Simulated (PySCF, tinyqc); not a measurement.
RHF in the sto-3g basis, for BH, spin multiplicity 1, step by step (part 2 of 2). The lowest restricted solution is unstable here: a spin-polarised one lies 0.0063 hartree lower (PySCF). Computed by tinyqc, a small Python program that keeps every step (integrals from PySCF). Command: `OMP_NUM_THREADS=1 python tinyqc.py 28895 28896 out.jsonl` (the two numbers bound the seeds that draw the settings). One thread of a shared host (Intel(R) Xeon(R) Processor @ 2.60GHz), about 0.08 s of CPU time with the checks.

Geometry (angstrom):

| atom | x | y | z |
|---|---|---|---|
| B | 0.000000 | 0.000000 | 0.000000 |
| H | 0.000000 | 0.000000 | 1.543000 |

## Iteration 17 (converged): orbitals

converged F (hartree), lower triangle:
```
            1B 1s      1B 2s    1B 2px    1B 2py     1B 2pz      2H 1s
1B 1s   -7.358183
1B 2s   -2.147315  -1.016295
1B 2px   0.000000   0.000000  0.260016
1B 2py   0.000000   0.000000  0.000000  0.260016
1B 2pz  -0.018543  -0.007383  0.000000  0.000000  -0.030533
2H 1s   -0.250013  -0.350204  0.000000  0.000000  -0.333799  -0.239290
```

X:
```
                1          2          3         4          5         6
1B 1s    0.355525   0.749159   0.000000  0.000000   0.573727  0.256472
1B 2s   -0.766280  -0.519574   0.000000  0.000000   0.407072  0.440943
1B 2px   0.000000   0.000000   0.992973  0.118344   0.000000  0.000000
1B 2py   0.000000   0.000000  -0.118344  0.992973   0.000000  0.000000
1B 2pz  -0.660630   0.564773   0.000000  0.000000  -0.533694  0.354892
2H 1s    0.926087  -0.314633   0.000000  0.000000  -0.264141  0.519558
```

Diagonalise F' = X^T F X, C = X C', fill 3 alpha and 3 beta electrons from the bottom; D = 2 C_occ C_occ^T. Each column has its largest component positive (the first on a tie).

F' = X^T F X (hartree), lower triangle:
```
           1          2         3         4          5          6
1   0.166712
2  -0.953237  -2.655195
3   0.000000   0.000000  0.260016
4   0.000000   0.000000  0.000000  0.260016
5  -0.698849  -2.890322  0.000000  0.000000  -3.547306
6  -0.449455  -1.573934  0.000000  0.000000  -1.961518  -1.591595
```

orbital energies (hartree): MO1 -7.362626, MO2 -0.499061, MO3 -0.247068, MO4 0.260016, MO5 0.260016, MO6 0.481372

coefficients C:
```
              MO1        MO2        MO3        MO4       MO5        MO6
1B 1s    0.992505  -0.237965  -0.172667   0.000000  0.000000   0.105216
1B 2s    0.027199   0.758016   0.655154   0.000000  0.000000  -0.461221
1B 2px   0.000000   0.000000   0.000000  -0.260644  0.965435   0.000000
1B 2py   0.000000   0.000000   0.000000   0.965435  0.260644   0.000000
1B 2pz   0.004064   0.148590  -0.574993   0.000000  0.000000  -0.901924
2H 1s   -0.004860   0.441186  -0.514150   0.000000  0.000000   0.915053
```

D after iteration 17, lower triangle:
```
            1B 1s      1B 2s    1B 2px    1B 2py    1B 2pz     2H 1s
1B 1s    2.143016
1B 2s   -0.533019   2.009111
1B 2px   0.000000   0.000000  0.000000
1B 2py   0.000000   0.000000  0.000000  0.000000
1B 2pz   0.135912  -0.527930  0.000000  0.000000  0.705425
2H 1s   -0.042067  -0.005109  0.000000  0.000000  0.722338  0.918038
```

Within a degenerate level the vectors are fixed only up to a rotation; this is one choice.

## Convergence

Stop when the energy changes by less than 1e-10 hartree and every element of the error matrix X^T (F D S - S D F) X is below 3e-06.

Course of the cycle:

| iteration | E (hartree) | change | largest element of the error matrix |
|---|---|---|---|
| 1 | -24.06260491 | - | 5.04e-01 |
| 2 | -24.55806625 | -4.95e-01 | 1.32e-01 |
| 3 | -24.67976518 | -1.22e-01 | 4.39e-02 |
| 4 | -24.70637261 | -2.66e-02 | 2.28e-02 |
| 5 | -24.71206410 | -5.69e-03 | 5.70e-03 |
| 6 | -24.71324970 | -1.19e-03 | 1.14e-03 |
| 7 | -24.71348965 | -2.40e-04 | 2.29e-04 |
| 8 | -24.71353775 | -4.81e-05 | 4.59e-05 |
| 9 | -24.71354738 | -9.62e-06 | 9.18e-06 |
| 10 | -24.71354930 | -1.93e-06 | 1.84e-06 |
| 11 | -24.71354969 | -3.85e-07 | 3.67e-07 |
| 12 | -24.71354976 | -7.70e-08 | 7.34e-08 |
| 13 | -24.71354978 | -1.54e-08 | 1.47e-08 |
| 14 | -24.71354978 | -3.08e-09 | 2.94e-09 |
| 15 | -24.71354978 | -6.16e-10 | 5.87e-10 |
| 16 | -24.71354978 | -1.23e-10 | 1.17e-10 |
| 17 | -24.71354978 | -2.47e-11 | 2.35e-11 |

PySCF RHF in the same basis = -24.71354978 hartree

Converged in 17 iterations.

## Populations, bond orders and dipole

overlap S, lower triangle:
```
           1B 1s     1B 2s    1B 2px    1B 2py    1B 2pz     2H 1s
1B 1s   1.000000
1B 2s   0.269328  1.000000
1B 2px  0.000000  0.000000  1.000000
1B 2py  0.000000  0.000000  0.000000  1.000000
1B 2pz  0.000000  0.000000  0.000000  0.000000  1.000000
2H 1s   0.030170  0.311901  0.000000  0.000000  0.358038  1.000000
```

Mulliken: Z minus the diagonal of D S on the atom; Loewdin: the same with S^(1/2) D S^(1/2); Mayer order: 2 sum_s sum (D(s) S)_ij (D(s) S)_ji over the two atoms.

Charges (e):

| atom | Mulliken | Loewdin |
|---|---|---|
| 1B | 0.173800 | 0.163962 |
| 2H | -0.173800 | -0.163962 |

Mayer bond orders:

| pair | order |
|---|---|
| 2-1 | 0.969793 |

dipole moment about the origin, x y z (debye): 0.000000  0.000000  0.222433
